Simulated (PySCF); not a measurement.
**How methods differ on the ionisation energy of Al**

Al [Ne] 3s2 3p1 (2P) → Al⁺ [Ne] 3s2 (1S), as a difference of total energies. All numbers are calculated (PySCF 2.14, no relativity, point nucleus, in dyall-av3z). Correlated levels: valence: [Ne] frozen; virtual orbitals above 40 to 60 times the deepest correlated orbital energy dropped. The calculations carry no spin-orbit coupling.

```tsv
method	ionisation energy (eV)
UHF	5.607
LDA	6.035
PBE	6.077
PBE0	6.097
r2SCAN	6.174
MN15	5.746
r2SCAN0	6.168
revPBE	6.087
PBEsol	6.025
MP2 (valence)	5.834
SCS-MP2 (valence)	5.818
```

**Question.** How much does correlation contribute at MP2 (valence)?

**Answer.** 5.834 − (5.607) = 0.227 eV, measured against UHF.

A first-order spin-orbit estimate (lowest level to lowest level, LS coupling) adds 0.008 eV.

Errors of the correlated levels include the incompleteness of this basis and the frozen core.

For comparison: 5.986 eV (measured; NIST Atomic Spectra Database, ionization energies).
